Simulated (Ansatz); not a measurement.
**AlClH₂N radical: up Jacob's ladder to CCSD(T)**

How much do the methods differ for AlClH₂N radical? The plan is to run it at one geometry with functionals of several rungs and with coupled cluster, and see how far each lands from CCSD(T) at the basis-set limit for the atomisation energy.

Program: Ansatz 0.2.0, Gaussian basis. Level of theory: functionals in def2-TZVPP, the program's frozen cores in correlated methods. These are calculated values, not measurements.

Plan: LDA (SPW92), PBE-D4, revPBE-D4, BLYP-D4, r2SCAN-D4, B97M-V, PBE0-D4, B3LYP-D4, r2SCANh-D4, r2SCAN0-D4, HSE06-D4, BHLYP-D4, CAM-B3LYP-D4, LC-ωPBE, ωB97X-V, ωB97M-V, B2PLYP, PBE-QIDH; CCSD(T)/def2-SVP; CCSD(T)/def2-TZVPP; MP2/def2-QZVPP; extrapolation to the limit; RPA on PBE.

**1. The relaxed structure**

The geometry comes from an earlier relaxation with PBE0-D4 in a triple-zeta def2 set; it is a stationary point.

5 atoms, charge 0, spin multiplicity 2.

Atoms are counted from 1 here; the program's logs count them from 0.

Bond lengths: N1–Al2 1.765 Å, N1–H4 1.007 Å, N1–H5 1.009 Å, Al2–Cl3 2.116 Å. Angles: Al2–N1–H4 124.9°, Al2–N1–H5 124.1°, H4–N1–H5 111.0°, N1–Al2–Cl3 116.7°.

Geometry (Å):

```
N    -0.54944    0.46170   -0.23198
Al    0.40260   -0.29164    1.04915
Cl    1.90699   -1.64975    0.44077
H    -1.29364    1.12327   -0.08346
H    -0.41661    0.28271   -1.21588
```

**2. LDA**

This LDA is Slater exchange with PW92 correlation.

Contents of in.yaml:

```yaml
crystal:
  periodic: [false, false, false]
  atoms:
    - {symbol: N, position_ang: [-0.549443, 0.461698, -0.231976]}
    - {symbol: Al, position_ang: [0.402602, -0.291636, 1.049148]}
    - {symbol: Cl, position_ang: [1.906992, -1.649745, 0.440767]}
    - {symbol: H, position_ang: [-1.293642, 1.123271, -0.083460]}
    - {symbol: H, position_ang: [-0.416609, 0.282712, -1.215879]}
basis:
  gaussian: {orbitals: def2-TZVPP}
magnetization: {spin_polarized: true, initial_magnetization: 1}
hamiltonian: {xc: lda}
output: {orbitals: {seedname: orbitals}}
```

The runs that follow: PBE-D4 (GGA); revPBE-D4 (GGA); BLYP-D4 (GGA); r2SCAN-D4 (meta-GGA); B97M-V (meta-GGA); PBE0-D4 (hybrid); B3LYP-D4 (hybrid); r2SCANh-D4 (hybrid); r2SCAN0-D4 (hybrid); HSE06-D4 (hybrid); BHLYP-D4 (hybrid); CAM-B3LYP-D4 (range-separated); LC-ωPBE-D4 (range-separated); ωB97X-V (range-separated); ωB97M-V (range-separated); B2PLYP (double hybrid); PBE-QIDH (double hybrid); CCSD(T) in def2-SVP; CCSD(T) in def2-TZVPP; MP2 in def2-QZVPP; RPA on PBE orbitals.

Before running them: what should the planned runs give, taken together? Wanted: atomisation energy, CCSD(T)/CBS; farthest beyond LDA; mean size of error, GGA; mean size of error, meta-GGA; mean size of error, hybrid; mean size of error, range-separated; mean size of error, double hybrid; gap, smallest and largest; T1 diagnostic.

As calculated:

```
                               quantity                                                                                      value
        atomisation energy, CCSD(T)/CBS                                                                             366.8 kcal/mol
functionals within 1.8 kcal/mol (0.5 %)  BLYP-D4, PBE0-D4, B3LYP-D4, r2SCANh-D4, HSE06-D4, CAM-B3LYP-D4, LC-ωPBE, ωB97X-V, ωB97M-V
                    farthest beyond LDA                                                                  BHLYP-D4 (-12.9 kcal/mol)
                mean size of error, GGA                                                                               3.5 kcal/mol
           mean size of error, meta-GGA                                                                               2.5 kcal/mol
             mean size of error, hybrid                                                                               3.6 kcal/mol
    mean size of error, range-separated                                                                               0.5 kcal/mol
      mean size of error, double hybrid                                                                               4.5 kcal/mol
              gap, smallest and largest                                                        0.92 eV (B97M-V), 8.24 eV (LC-ωPBE)
                          T1 diagnostic                                                                                     0.0124
triples share of the correlation energy                                                                                      3.9 %
```

In words: LDA overbinds by 51.1 kcal/mol (14 %). PBE-D4 misses by +6.6 kcal/mol. Double hybrids carry the basis error of their MP2 part in triple zeta, and no dispersion term here, so their miss is partly the set-up's. By mean error the best rung here is range-separated (0.5 kcal/mol) and the worst beyond LDA is double hybrid (4.5 kcal/mol). Misses under about 1.8 kcal/mol are within the doubt on the reference itself, which lacks core-valence correlation, relativity and higher excitations. Hartree-Fock recovers 70 % of the binding; the rest is correlation. CCSD(T) in def2-SVP is off by -33.6 kcal/mol, so the small basis spoils what the method gains. Orbital gaps span 0.9 to 8.2 eV; exact exchange widens them.
